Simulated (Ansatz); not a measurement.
# AlSi (quartet): wB97M-V, HSE06, B2PLYP, RPA-PBE over a scan of the distance Si1–Al2, cc-pVTZ, part 2 of 2

Ansatz 0.2.0, Gaussian basis; cc-pVTZ, all electrons in the functionals, frozen cores in the correlation of double hybrids and RPA. Earlier steps stand in the parts before.

## (14) B2PLYP, 2.135 Å

The input, in.yaml:

```yaml
crystal:
  periodic: [false, false, false]
  atoms:
    - {symbol: Si, position_ang: [0.000000, 0.000000, 0.000000]}
    - {symbol: Al, position_ang: [0.000000, 0.000000, 2.135000]}
basis:
  gaussian: {orbitals: cc-pVTZ}
magnetization: {spin_polarized: true, initial_magnetization: 3}
hamiltonian: {xc: {name: B2PLYP}}
correlation: {electrons: outside_noble_gas}
```

Run with:

```
ansatz run in.yaml --threads 1 --pin off --events-out ev --progress --plain --max-ram 2393MiB
```

The log of the run, cut to the lines that bear on the results:

```text
Functional definition: B2PLYP
  name "B2PLYP"
  cite "Grimme, J. Chem. Phys. 124, 034108 (2006) doi:10.1063/1.2148954"
  cite "Becke, Phys. Rev. A 38, 3098 (1988) doi:10.1103/PhysRevA.38.3098"
  cite "Lee, Yang & Parr, Phys. Rev. B 37, 785 (1988) doi:10.1103/PhysRevB.37.785"
[...]
427 factors; integrals over basis functions are off by at most 1.3e-3 eV
[...]
mean field -14463.86680356 eV, -531.5373010699 hartree, gradient 3.5e-6 eV, S^2 3.756051; 0 other end points of the search recorded, 0 dependent functions left out
10 core orbitals not correlated: weight in the atoms' cores, before any rotation towards them, 1.000 or more for the frozen orbitals, at most 0.000 for the correlated occupied ones
reference -14463.86691433 eV, -531.5373051404 hartree; 5, 2 occupied and 53, 56 virtual orbitals, 427 factors
second order -4.45438138 eV of doubles, -0.00000000 eV of singles
Total energy: -14465.06959730 eV, -531.5815029245 hartree
```

Wall time 3.8 s (1 thread of AMD EPYC, shared host).

From the report: ⟨S²⟩ of the determinant 3.756 (pure quartet: 3.75).

## (15) B2PLYP, 2.416 Å

Changes to in.yaml since step 14:

```diff
@@ -4,3 +4,3 @@
     - {symbol: Si, position_ang: [0.000000, 0.000000, 0.000000]}
-    - {symbol: Al, position_ang: [0.000000, 0.000000, 2.135000]}
+    - {symbol: Al, position_ang: [0.000000, 0.000000, 2.416200]}
 basis:
```

Same command.

The log of the run, cut to the lines that bear on the results:

```text
Functional definition: B2PLYP
  name "B2PLYP"
  cite "Grimme, J. Chem. Phys. 124, 034108 (2006) doi:10.1063/1.2148954"
  cite "Becke, Phys. Rev. A 38, 3098 (1988) doi:10.1103/PhysRevA.38.3098"
  cite "Lee, Yang & Parr, Phys. Rev. B 37, 785 (1988) doi:10.1103/PhysRevB.37.785"
[...]
429 factors; integrals over basis functions are off by at most 1.1e-3 eV
[...]
mean field -14464.34113970 eV, -531.5547326014 hartree, gradient 7.8e-7 eV, S^2 3.757773; 0 other end points of the search recorded, 0 dependent functions left out
10 core orbitals not correlated: weight in the atoms' cores, before any rotation towards them, 1.000 or more for the frozen orbitals, at most 0.000 for the correlated occupied ones
reference -14464.34125366 eV, -531.5547367892 hartree; 5, 2 occupied and 53, 56 virtual orbitals, 429 factors
second order -4.39092753 eV of doubles, -0.00000000 eV of singles
Total energy: -14465.52680409 eV, -531.5983049640 hartree
```

It took 4.1 s on 1 thread of AMD EPYC, shared host.

From the report: ⟨S²⟩ of the determinant 3.758 (pure quartet: 3.75).

## (16) B2PLYP, 2.594 Å

Changes to in.yaml since step 15:

```diff
@@ -4,3 +4,3 @@
     - {symbol: Si, position_ang: [0.000000, 0.000000, 0.000000]}
-    - {symbol: Al, position_ang: [0.000000, 0.000000, 2.416200]}
+    - {symbol: Al, position_ang: [0.000000, 0.000000, 2.594000]}
 basis:
```

Same command.

The log of the run, cut to the lines that bear on the results:

```text
Functional definition: B2PLYP
  name "B2PLYP"
  cite "Grimme, J. Chem. Phys. 124, 034108 (2006) doi:10.1063/1.2148954"
  cite "Becke, Phys. Rev. A 38, 3098 (1988) doi:10.1103/PhysRevA.38.3098"
  cite "Lee, Yang & Parr, Phys. Rev. B 37, 785 (1988) doi:10.1103/PhysRevB.37.785"
[...]
432 factors; integrals over basis functions are off by at most 8.6e-4 eV
[...]
mean field -14464.27967899 eV, -531.5524739619 hartree, gradient 4.8e-6 eV, S^2 3.758335; 0 other end points of the search recorded, 0 dependent functions left out
10 core orbitals not correlated: weight in the atoms' cores, before any rotation towards them, 1.000 or more for the frozen orbitals, at most 0.000 for the correlated occupied ones
reference -14464.27979516 eV, -531.5524782310 hartree; 5, 2 occupied and 53, 56 virtual orbitals, 432 factors
second order -4.32830611 eV of doubles, -0.00000000 eV of singles
Total energy: -14465.44843781 eV, -531.5954250563 hartree
```

Wall time 3.9 s (1 thread of AMD EPYC, shared host).

From the report: ⟨S²⟩ of the determinant 3.758 (pure quartet: 3.75).

From 2.416 Å: +1.8 kcal/mol.

## (17) B2PLYP, 3.288 Å

Changes to in.yaml since step 16:

```diff
@@ -4,3 +4,3 @@
     - {symbol: Si, position_ang: [0.000000, 0.000000, 0.000000]}
-    - {symbol: Al, position_ang: [0.000000, 0.000000, 2.594000]}
+    - {symbol: Al, position_ang: [0.000000, 0.000000, 3.288000]}
 basis:
```

Same command.

The log of the run, cut to the lines that bear on the results:

```text
Functional definition: B2PLYP
  name "B2PLYP"
  cite "Grimme, J. Chem. Phys. 124, 034108 (2006) doi:10.1063/1.2148954"
  cite "Becke, Phys. Rev. A 38, 3098 (1988) doi:10.1103/PhysRevA.38.3098"
  cite "Lee, Yang & Parr, Phys. Rev. B 37, 785 (1988) doi:10.1103/PhysRevB.37.785"
[...]
428 factors; integrals over basis functions are off by at most 4.8e-4 eV
[...]
mean field -14463.40515761 eV, -531.5203358939 hartree, gradient 6.0e-6 eV, S^2 3.758863; 8 other end points of the search recorded, 0 dependent functions left out
10 core orbitals not correlated: weight in the atoms' cores, before any rotation towards them, 1.000 or more for the frozen orbitals, at most 0.000 for the correlated occupied ones
reference -14463.40527895 eV, -531.5203403533 hartree; 5, 2 occupied and 53, 56 virtual orbitals, 428 factors
second order -4.06769037 eV of doubles, -0.00000000 eV of singles
Total energy: -14464.50355535 eV, -531.5607012666 hartree
```

It took 8.5 s on 1 thread of AMD EPYC, shared host.

From the report: ⟨S²⟩ of the determinant 3.759 (pure quartet: 3.75).

From 2.416 Å: +23.6 kcal/mol.

## (18) B2PLYP, 4.359 Å

Changes to in.yaml since step 17:

```diff
@@ -4,3 +4,3 @@
     - {symbol: Si, position_ang: [0.000000, 0.000000, 0.000000]}
-    - {symbol: Al, position_ang: [0.000000, 0.000000, 3.288000]}
+    - {symbol: Al, position_ang: [0.000000, 0.000000, 4.359000]}
 basis:
```

The command is unchanged.

The log of the run, cut to the lines that bear on the results:

```text
Functional definition: B2PLYP
  name "B2PLYP"
  cite "Grimme, J. Chem. Phys. 124, 034108 (2006) doi:10.1063/1.2148954"
  cite "Becke, Phys. Rev. A 38, 3098 (1988) doi:10.1103/PhysRevA.38.3098"
  cite "Lee, Yang & Parr, Phys. Rev. B 37, 785 (1988) doi:10.1103/PhysRevB.37.785"
[...]
421 factors; integrals over basis functions are off by at most 8.4e-4 eV
[...]
mean field -14462.53469609 eV, -531.4883470233 hartree, gradient 3.4e-6 eV, S^2 3.762808; 9 other end points of the search recorded, 0 dependent functions left out
10 core orbitals not correlated: weight in the atoms' cores, before any rotation towards them, 1.000 or more for the frozen orbitals, at most 0.000 for the correlated occupied ones
reference -14462.53482805 eV, -531.4883518725 hartree; 5, 2 occupied and 53, 56 virtual orbitals, 421 factors
second order -3.47932663 eV of doubles, -0.00000000 eV of singles
Total energy: -14463.47424624 eV, -531.5228748542 hartree
```

Run time: 19 s. Hardware: 1 thread of AMD EPYC, shared host.

From the report: ⟨S²⟩ of the determinant 3.763 (pure quartet: 3.75).

From 2.416 Å: +47.3 kcal/mol.

## (19) B2PLYP, 6.532 Å

Changes to in.yaml since step 18:

```diff
@@ -4,3 +4,3 @@
     - {symbol: Si, position_ang: [0.000000, 0.000000, 0.000000]}
-    - {symbol: Al, position_ang: [0.000000, 0.000000, 4.359000]}
+    - {symbol: Al, position_ang: [0.000000, 0.000000, 6.532000]}
 basis:
```

Launched as before.

The log of the run, cut to the lines that bear on the results:

```text
Functional definition: B2PLYP
  name "B2PLYP"
  cite "Grimme, J. Chem. Phys. 124, 034108 (2006) doi:10.1063/1.2148954"
  cite "Becke, Phys. Rev. A 38, 3098 (1988) doi:10.1103/PhysRevA.38.3098"
  cite "Lee, Yang & Parr, Phys. Rev. B 37, 785 (1988) doi:10.1103/PhysRevB.37.785"
[...]
421 factors; integrals over basis functions are off by at most 3.4e-4 eV
[...]
mean field -14462.26747478 eV, -531.4785268213 hartree, gradient 1.5e-8 eV, S^2 3.765856; 6 other end points of the search recorded, 0 dependent functions left out
10 core orbitals not correlated: weight in the atoms' cores, before any rotation towards them, 1.000 or more for the frozen orbitals, at most 0.000 for the correlated occupied ones
reference -14462.26762739 eV, -531.4785324295 hartree; 5, 2 occupied and 53, 56 virtual orbitals, 421 factors
second order -3.27009800 eV of doubles, -0.00000000 eV of singles
Total energy: -14463.15055385 eV, -531.5109793783 hartree
```

Run time: 18 s. Hardware: 1 thread of AMD EPYC, shared host.

From the report: ⟨S²⟩ of the determinant 3.766 (pure quartet: 3.75).

From 2.416 Å: +54.8 kcal/mol.

## (20) RPA-PBE, 2.135 Å

The input, in.yaml:

```yaml
crystal:
  periodic: [false, false, false]
  atoms:
    - {symbol: Si, position_ang: [0.000000, 0.000000, 0.000000]}
    - {symbol: Al, position_ang: [0.000000, 0.000000, 2.135000]}
basis:
  gaussian: {orbitals: cc-pVTZ}
magnetization: {spin_polarized: true, initial_magnetization: 3}
hamiltonian: {xc: {name: PBE}}
correlation: {method: rpa, electrons: outside_noble_gas}
```

The command is unchanged.

The log of the run, cut to the lines that bear on the results:

```text
Functional definition: PBE
  name "PBE"
  cite "Perdew, Burke & Ernzerhof, Phys. Rev. Lett. 77, 3865 (1996) doi:10.1103/PhysRevLett.77.3865"
  parent pbe
[...]
427 factors; integrals over basis functions are off by at most 1.3e-3 eV
[...]
mean field -14463.94457604 eV, -531.5401591555 hartree, gradient 7.6e-7 eV, S^2 3.751337; 0 other end points of the search recorded, 0 dependent functions left out
10 core orbitals not correlated: weight in the atoms' cores, before any rotation towards them, 1.000 or more for the frozen orbitals, at most 0.000 for the correlated occupied ones
reference -14442.72042437 eV, -530.7601859680 hartree; 5, 2 occupied and 53, 56 virtual orbitals, 427 factors
Total energy: -14449.97371585 eV, -531.0267395137 hartree
```

Run time: 2.5 s. Hardware: 1 thread of AMD EPYC, shared host.

From the report: ⟨S²⟩ of the determinant 3.751 (pure quartet: 3.75).

## (21) RPA-PBE, 2.416 Å

Changes to in.yaml since step 20:

```diff
@@ -4,3 +4,3 @@
     - {symbol: Si, position_ang: [0.000000, 0.000000, 0.000000]}
-    - {symbol: Al, position_ang: [0.000000, 0.000000, 2.135000]}
+    - {symbol: Al, position_ang: [0.000000, 0.000000, 2.416200]}
 basis:
```

Launched as before.

The log of the run, cut to the lines that bear on the results:

```text
Functional definition: PBE
  name "PBE"
  cite "Perdew, Burke & Ernzerhof, Phys. Rev. Lett. 77, 3865 (1996) doi:10.1103/PhysRevLett.77.3865"
  parent pbe
[...]
429 factors; integrals over basis functions are off by at most 1.1e-3 eV
[...]
mean field -14464.41493498 eV, -531.5574445278 hartree, gradient 9.8e-7 eV, S^2 3.751599; 0 other end points of the search recorded, 0 dependent functions left out
10 core orbitals not correlated: weight in the atoms' cores, before any rotation towards them, 1.000 or more for the frozen orbitals, at most 0.000 for the correlated occupied ones
reference -14443.20595548 eV, -530.7780289072 hartree; 5, 2 occupied and 53, 56 virtual orbitals, 429 factors
Total energy: -14450.49282100 eV, -531.0458162760 hartree
```

It took 2.7 s on 1 thread of AMD EPYC, shared host.

From the report: ⟨S²⟩ of the determinant 3.752 (pure quartet: 3.75).

## (22) RPA-PBE, 2.594 Å

Changes to in.yaml since step 21:

```diff
@@ -4,3 +4,3 @@
     - {symbol: Si, position_ang: [0.000000, 0.000000, 0.000000]}
-    - {symbol: Al, position_ang: [0.000000, 0.000000, 2.416200]}
+    - {symbol: Al, position_ang: [0.000000, 0.000000, 2.594000]}
 basis:
```

The command is unchanged.

The log of the run, cut to the lines that bear on the results:

```text
Functional definition: PBE
  name "PBE"
  cite "Perdew, Burke & Ernzerhof, Phys. Rev. Lett. 77, 3865 (1996) doi:10.1103/PhysRevLett.77.3865"
  parent pbe
[...]
432 factors; integrals over basis functions are off by at most 8.6e-4 eV
[...]
mean field -14464.34606720 eV, -531.5549136836 hartree, gradient 1.1e-6 eV, S^2 3.751749; 0 other end points of the search recorded, 0 dependent functions left out
10 core orbitals not correlated: weight in the atoms' cores, before any rotation towards them, 1.000 or more for the frozen orbitals, at most 0.000 for the correlated occupied ones
reference -14443.14368199 eV, -530.7757403986 hartree; 5, 2 occupied and 53, 56 virtual orbitals, 432 factors
Total energy: -14450.44406343 eV, -531.0440244682 hartree
```

It took 2.9 s on 1 thread of AMD EPYC, shared host.

From the report: ⟨S²⟩ of the determinant 3.752 (pure quartet: 3.75).

From 2.416 Å: +1.1 kcal/mol.

## (23) RPA-PBE, 3.288 Å

Changes to in.yaml since step 22:

```diff
@@ -4,3 +4,3 @@
     - {symbol: Si, position_ang: [0.000000, 0.000000, 0.000000]}
-    - {symbol: Al, position_ang: [0.000000, 0.000000, 2.594000]}
+    - {symbol: Al, position_ang: [0.000000, 0.000000, 3.288000]}
 basis:
```

The command is unchanged.

The log of the run, cut to the lines that bear on the results:

```text
Functional definition: PBE
  name "PBE"
  cite "Perdew, Burke & Ernzerhof, Phys. Rev. Lett. 77, 3865 (1996) doi:10.1103/PhysRevLett.77.3865"
  parent pbe
[...]
428 factors; integrals over basis functions are off by at most 4.8e-4 eV
[...]
mean field -14463.46046277 eV, -531.5223683213 hartree, gradient 3.1e-6 eV, S^2 3.751482; 10 other end points of the search recorded, 0 dependent functions left out
10 core orbitals not correlated: weight in the atoms' cores, before any rotation towards them, 1.000 or more for the frozen orbitals, at most 0.000 for the correlated occupied ones
reference -14442.16862472 eV, -530.7399077048 hartree; 5, 2 occupied and 53, 56 virtual orbitals, 428 factors
Total energy: -14449.61806307 eV, -531.0136695148 hartree
```

It took 14 s on 1 thread of AMD EPYC, shared host.

From the report: ⟨S²⟩ of the determinant 3.751 (pure quartet: 3.75).

From 2.416 Å: +20.2 kcal/mol.

## (24) RPA-PBE, 4.359 Å

Changes to in.yaml since step 23:

```diff
@@ -4,3 +4,3 @@
     - {symbol: Si, position_ang: [0.000000, 0.000000, 0.000000]}
-    - {symbol: Al, position_ang: [0.000000, 0.000000, 3.288000]}
+    - {symbol: Al, position_ang: [0.000000, 0.000000, 4.359000]}
 basis:
```

Same command.

The log of the run, cut to the lines that bear on the results:

```text
Functional definition: PBE
  name "PBE"
  cite "Perdew, Burke & Ernzerhof, Phys. Rev. Lett. 77, 3865 (1996) doi:10.1103/PhysRevLett.77.3865"
  parent pbe
[...]
421 factors; integrals over basis functions are off by at most 8.4e-4 eV
[...]
mean field -14462.39357993 eV, -531.4831610999 hartree, gradient 2.9e-6 eV, S^2 3.750981; 12 other end points of the search recorded, 0 dependent functions left out
10 core orbitals not correlated: weight in the atoms' cores, before any rotation towards them, 1.000 or more for the frozen orbitals, at most 0.000 for the correlated occupied ones
reference -14440.66524834 eV, -530.6846596421 hartree; 5, 2 occupied and 53, 56 virtual orbitals, 421 factors
Total energy: -14448.71703789 eV, -530.9805574502 hartree
```

It took 20 s on 1 thread of AMD EPYC, shared host.

From the report: ⟨S²⟩ of the determinant 3.751 (pure quartet: 3.75).

From 2.416 Å: +41.0 kcal/mol.

## (25) RPA-PBE, 6.532 Å

Changes to in.yaml since step 24:

```diff
@@ -4,3 +4,3 @@
     - {symbol: Si, position_ang: [0.000000, 0.000000, 0.000000]}
-    - {symbol: Al, position_ang: [0.000000, 0.000000, 4.359000]}
+    - {symbol: Al, position_ang: [0.000000, 0.000000, 6.532000]}
 basis:
```

The command is unchanged.

The log of the run, cut to the lines that bear on the results:

```text
Functional definition: PBE
  name "PBE"
  cite "Perdew, Burke & Ernzerhof, Phys. Rev. Lett. 77, 3865 (1996) doi:10.1103/PhysRevLett.77.3865"
  parent pbe
[...]
421 factors; integrals over basis functions are off by at most 3.4e-4 eV
[...]
mean field -14461.79656491 eV, -531.4612212027 hartree, gradient 1.6e-6 eV, S^2 3.756578; 7 other end points of the search recorded, 0 dependent functions left out
10 core orbitals not correlated: weight in the atoms' cores, before any rotation towards them, 1.000 or more for the frozen orbitals, at most 0.000 for the correlated occupied ones
reference -14441.21037055 eV, -530.7046925138 hartree; 5, 2 occupied and 53, 56 virtual orbitals, 421 factors
Total energy: -14448.40427583 eV, -530.9690636566 hartree
```

Run time: 35 s. Hardware: 1 thread of AMD EPYC, shared host.

From the report: ⟨S²⟩ of the determinant 3.757 (pure quartet: 3.75).

From 2.416 Å: +48.2 kcal/mol.

## (26) Against the wave-function levels

The yardstick is UCCSDT(Q), where the cluster series has nearly closed. It comes from earlier runs at the same points. Energies in kcal/mol, counted from 2.416 Å; blanks weren't run or aren't comparable.

| level | 2.135 Å | 2.416 Å | 2.594 Å | 3.288 Å | 4.359 Å | 6.532 Å |
| --- | --- | --- | --- | --- | --- | --- |
| UCCSDT(Q) | 11.3 | 0.0 | 1.7 |  |  | 56.3 |
| wB97M-V | 10.7 | 0.0 | 1.6 | 23.0 | 48.5 | 56.7 |
| HSE06 | 10.2 | 0.0 | 2.0 | 24.1 | 49.6 | 59.8 |
| B2PLYP | 10.5 | 0.0 | 1.8 | 23.6 | 47.3 | 54.8 |
| RPA-PBE | 12.0 | 0.0 | 1.1 | 20.2 | 41.0 | 48.2 |

Largest miss and mean time a point (UCCSDT(Q) took 2.1 min a point; shared hosts):

| level | largest miss (kcal/mol) | where | time a point |
| --- | --- | --- | --- |
| wB97M-V | -0.6 | 2.135 Å | 15 s |
| HSE06 | +3.5 | 6.532 Å | 13 s |
| B2PLYP | -1.5 | 6.532 Å | 9.5 s |
| RPA-PBE | -8.2 | 6.532 Å | 13 s |

## (27) Results

This closing draws on all 2 parts.

```
                                              quantity                    value
span of the UCCSDT(Q) curve (points where it is known)            56.3 kcal/mol
                                 largest miss, wB97M-V  -0.6 kcal/mol (2.135 Å)
                                   largest miss, HSE06  +3.5 kcal/mol (6.532 Å)
                                  largest miss, B2PLYP  -1.5 kcal/mol (6.532 Å)
                                 largest miss, RPA-PBE  -8.2 kcal/mol (6.532 Å)
```

**Reading.** Misses are known at 3 of 5 points at best, and only functionals with that many are ranked. Of the functionals, wB97M-V keep the smallest largest miss at the points compared (at most 0.6 kcal/mol) and RPA-PBE strays most (8.2 kcal/mol, at 6.532 Å). Functionals and the yardstick converge differently with the basis, so part of each miss in cc-pVTZ is the basis.
